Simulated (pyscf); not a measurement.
## Routes from HO–GaH–AsH₂ (SMILES [OH][GaH][AsH2])

Candidate steps break at most two bonds and form at most two. Each was searched with GFN2-xTB (tblite) first. Single points on ωB97X-D3(BJ)/def2-SVP structures (PySCF, gas phase). MP2 and CC: frozen core, UHF for open shells. ΔMP2 is the change of the MP2 total energy from the triple- to the quadruple-zeta basis. Energies: CCSD(T)/def2-TZVPP + ΔMP2(QZVPP), kJ/mol, from the reactant's lowest minimum found, singlet surface.

```tsv
products	type	ΔE‡	ΔE	ΔG‡ 298 K	ΔG‡ 900 K	ν‡ (cm⁻¹)
HGa=AsH + H₂O	elimination	161.7	+152.7	152.6	155.2	1327i
Ga–AsH₂ [singlet] + H₂O	1,1-elimination	248.9	+116.1	238.8	236.1	1523i
```

Row 1: On the product side the descent ends in an adduct with a Ga–O contact, 61.0 kJ/mol under the separated species and 56.4 kJ/mol under the saddle at ωB97X-D3(BJ)/def2-TZVP. Row 2: On the product side the descent ends in a bound adduct (not fully relaxed), 41.9 kJ/mol under the separated species and 179.7 kJ/mol under the saddle at ωB97X-D3(BJ)/def2-TZVP. 

Plain bond fissions and candidates not yet searched are not listed, and one of them may be faster. Each barrier is that of the saddle found; lower ones may exist. The CCSD(T) − MP2 part came from Ansatz, without density fitting, on the same reference. The frozen core leaves the outer d or s,p core shells of the metals and heavy elements correlated in the MP2 and CC values, and def2-TZVPP describes them poorly, which can shift differences by a few kcal/mol. Elements up to Kr have no core potential and no relativistic terms here.
